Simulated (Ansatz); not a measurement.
Cost and result for the atomization energy of C$_{3}$H$_{7}$FS (`CCC(F)S`) (12 atoms, 11 bonds).

Cartesian coordinates in Å:
```
C -0.7203 0.0070 -1.2434
C -0.3612 -0.5834 0.1070
C 0.2544 0.4136 1.0630
F 0.3536 -0.1791 2.3088
S 1.8464 1.0780 0.5499
H 0.1650 0.3750 -1.7642
H -1.4153 0.8442 -1.1363
H -1.2010 -0.7437 -1.8731
H 0.3288 -1.4259 -0.0058
H -1.2567 -0.9760 0.5994
H -0.3860 1.2954 1.1748
H 2.3921 -0.1051 0.2200
```

The species carries charge 0 and has multiplicity 1. The structure was optimised at the PBE0-D4/def2-TZVP level. It is one conformer, not always the lowest. Program: Ansatz. All runs use 4 threads of an Arm Neoverse V1 on a shared host. Times are those of one run each, without the atoms' runs, and a repeat can differ threefold. Electronic energies, without spin–orbit coupling; frozen cores. CCSD(T)/CBS adds CCSD(T) − MP2 in def2-TZVPP to the MP2 limit, and its time is that of the two runs behind it. T1 = 0.011. HSE06 is the plane-wave form, built on full-range PBE exchange.

CCSD(T)/CBS is a level of theory with its own doubt, some kJ/mol a heavy atom from the limit and from the frozen cores, so smaller differences don't rank the functionals.

```
                           level  functions  wall time
            revPBE-D4/def2-TZVPP        264      2.1 s
 PBE-D4/def2-TZVPP (with forces)        264      2.7 s
             HSE06-D4/def2-TZVPP        264      3.4 s
         CAM-B3LYP-D4/def2-TZVPP        264      3.5 s
               B2PLYP/def2-TZVPP        264        6 s
             PBE-QIDH/def2-TZVPP        264        6 s
                CCSD(T)/def2-SVP        109      6.5 s
              ωB97X-V/def2-TZVPP        264        8 s
               B97M-V/def2-TZVPP        264       10 s
ωB97M-V/def2-TZVPP (with forces)        264       12 s
                  MP2/def2-QZVPP        508       27 s
              CCSD(T)/def2-TZVPP        264    3.6 min
               CCSD(T)/CBS(def2)          –      4 min
```

What atomization energy does each give, and how far from CCSD(T)/CBS? (An estimate is asked.)

Ansatz gave: 
```csv
level,atomization (kcal/mol),difference from CCSD(T)/CBS,per bond
revPBE-D4/def2-TZVPP,1073.4,-1.5,-0.1
PBE-D4/def2-TZVPP (with forces),1099.4,24.5,2.2
HSE06-D4/def2-TZVPP,1082.0,7.1,0.6
CAM-B3LYP-D4/def2-TZVPP,1078.7,3.8,0.3
B2PLYP/def2-TZVPP,1062.4,-12.5,-1.1
PBE-QIDH/def2-TZVPP,1071.3,-3.6,-0.3
CCSD(T)/def2-SVP,1024.8,-50.1,-4.6
ωB97X-V/def2-TZVPP,1078.2,3.3,0.3
B97M-V/def2-TZVPP,1078.2,3.3,0.3
ωB97M-V/def2-TZVPP (with forces),1079.6,4.7,0.4
MP2/def2-QZVPP,1078.9,4.0,0.4
CCSD(T)/def2-TZVPP,1049.0,-25.9,-2.4
CCSD(T)/CBS(def2),1074.9,0.0,0.0
```

Leaving LDA and LC-ωPBE aside and taking each functional with its dispersion term where it has one, the values, not all of them listed here, spread over 55.9 kcal/mol, from BHLYP-D4 to PBE-D4. LDA lies +143.1 kcal/mol from PBE without D4, its usual overbinding. From BLYP to BHLYP (50 % exact exchange), in def2-TZVPP and without D4, the atomization energy moves by −21.4 kcal/mol: exact exchange takes away binding that semilocal exchange gives to molecules. At CCSD(T), def2-SVP lies −50.2 kcal/mol from the extrapolated value and def2-TZVPP −25.9 kcal/mol: correlation converges slowly with the basis, and small sets miss more of it in the bonded molecule than in its fragments.
